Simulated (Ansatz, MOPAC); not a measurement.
System: HO, net charge 0, doublet state. SMILES: [OH]
Geometry: optimised at B3LYP-D3(BJ)/def2-TZVP (Ansatz, a program for electronic structure).

Wanted: vertical electron affinity to the singlet, in eV. Terms: non-relativistic; spin-orbit terms left out; six Cartesian d functions in 6-31G* and its kin unless marked 5d; UHF or UKS for open shells; valence correlation only; each state is the SCF solution reached for its charge and spin. CBS marks a two-point X^-3 extrapolation of the correlation energy; Hartree-Fock from the larger set. First-principles rows: single points at B3LYP-D3(BJ) geometries (Ansatz). Semi-empirical rows: differences of heats of formation at the shared geometry for vertical values. Anions need diffuse functions, which STO-3G, LANL2DZ, def2-SVP, cc-pVDZ and Pople sets without + lack.

| species | coefficient | E at B3LYP/6-31G* (Ansatz), Eh | E at B3LYP/def2-TZVPD (Ansatz), Eh | heat of formation at PM3 (MOPAC), kcal/mol |
|---|---|---|---|---|
| charge -1, singlet | -1 | -75.72069 | -75.83819 | -16.78 |
| charge 0, doublet | +1 | -75.72342 | -75.77033 | 3.76 |

Coupled cluster (Ansatz) is a level with limits of its own, used here on species with T1 under 0.025 (0.045 for open shells) and stable references: CCSD(T)/CBS(aug-cc-pVTZ,aug-cc-pVQZ). Value to compare with, CCSD(T)/CBS(aug-cc-pVTZ,aug-cc-pVQZ) (Ansatz): 1.83 eV. 1 Eh = 27.2114 eV and 1 eV = 23.0605 kcal/mol.

Question: Compute it at each level from the table, and compare with CCSD(T)/CBS(aug-cc-pVTZ,aug-cc-pVQZ) (Ansatz).

Answer: 
- B3LYP/6-31G*: the sum of coefficient times E is -0.00273 Eh, or -0.074 eV. Result: -0.07 eV. Its difference against CCSD(T)/CBS(aug-cc-pVTZ,aug-cc-pVQZ) (Ansatz) is -1.90 eV.
- B3LYP/def2-TZVPD: the sum of coefficient times E is 0.06786 Eh, or 1.847 eV. Result: 1.85 eV. Its difference against CCSD(T)/CBS(aug-cc-pVTZ,aug-cc-pVQZ) (Ansatz) is 0.02 eV.
- PM3: the sum of coefficient times heat of formation is 20.54 kcal/mol, or 0.89 eV. Its difference against CCSD(T)/CBS(aug-cc-pVTZ,aug-cc-pVQZ) (Ansatz) is -0.94 eV.
